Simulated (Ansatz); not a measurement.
We consider diamond, described by LDA (Ansatz, an electronic-structure program, PAW).

Settings: plane-wave cutoff 500 eV, 12×12×1 k mesh (along the axes of the cell as run), gaussian smearing 0.02 eV, scalar-relativistic PAW data made under PBE.

Estimate the surface energy of the (111) face that the calculation returns.


- surface energy of the (111) face: 13.71 J/m²

The slab of 12 atoms is relaxed and unreconstructed.

Computed values are for the static lattice.

It cost about 70 core-seconds (a rough figure) of CPU time.
